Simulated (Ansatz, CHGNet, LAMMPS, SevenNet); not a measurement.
**How well does each level of theory give the elastic constant C12 of bcc V?**

Reference value: 119 GPa (measured, 0 K, extrapolated to 0 K; zero-point effects included; as tabulated in Wang et al. (2022), arXiv:2209.12322).

```json
[
 {"level (code)": "MEAM library.meam-V (LAMMPS)", "value (GPa)": "120", "cell (Å³/atom)": "14.05"},
 {"level (code)": "Morse jacobson2022 (LAMMPS)", "value (GPa)": "163", "cell (Å³/atom)": "13.63"},
 {"level (code)": "CHGNet 0.3.0 (CHGNet)", "value (GPa)": "196", "cell (Å³/atom)": "13.45"},
 {"level (code)": "SevenNet-l3i5 (SevenNet)", "value (GPa)": "136", "cell (Å³/atom)": "13.46"},
 {"level (code)": "LDA (Ansatz)", "value (GPa)": "[?]", "cell (Å³/atom)": "12.53"},
 {"level (code)": "PBE (Ansatz)", "value (GPa)": "[?]", "cell (Å³/atom)": "13.46"},
 {"level (code)": "PBEsol (Ansatz)", "value (GPa)": "148", "cell (Å³/atom)": "12.95"},
 {"level (code)": "r²SCAN (Ansatz)", "value (GPa)": "151", "cell (Å³/atom)": "13.27"}
]
```

Q: Complete the blanks.

A: 
- LDA (Ansatz, a program for electronic structure), value (GPa): 157
- PBE (Ansatz), value (GPa): 139

Differences against the reference: MEAM library.meam-V +0.8 %, Morse jacobson2022 +37 %, CHGNet 0.3.0 +65 %, SevenNet-l3i5 +14.3 %, LDA +32 %, PBE +16.8 %, PBEsol +24 %, r²SCAN +27 %.

Leaving aside MEAM library.meam-V, Morse jacobson2022, which can be fitted to such values or carry a doubt: Of these levels SevenNet-l3i5 (+14.3 %) comes nearest. CHGNet 0.3.0 (+65 %) misses by most. No level tried lands within 10 %. All 6 levels lie above the reference.

The reference has no zero-point or thermal correction, while the calculations are for a static lattice, so the differences are not the levels' errors alone. The crystal itself was run without spin with LDA, PBE, PBEsol, r²SCAN. Morse jacobson2022: pair potentials favour close packing, so symmetry can be all that holds this lattice. LDA, PBE, PBEsol, r²SCAN: the shear constants of this metal are likely not converged at this k mesh and smearing. Each level is taken at its own relaxed cell. Cutoffs differ between the levels. Ansatz's density-functional and Hartree–Fock values are scalar-relativistic unless marked +SOC, with PAW data made under PBE.

Empirical potentials (MEAM library.meam-V, Morse jacobson2022) are fitted to chosen data, which need not cover the solid at hand: agreement can be built in, and what lay outside the fit can be far off. Machine-learned potentials (CHGNet 0.3.0, SevenNet-l3i5) are trained on DFT data, which may include these solids.

Differences are worked out from the printed values.
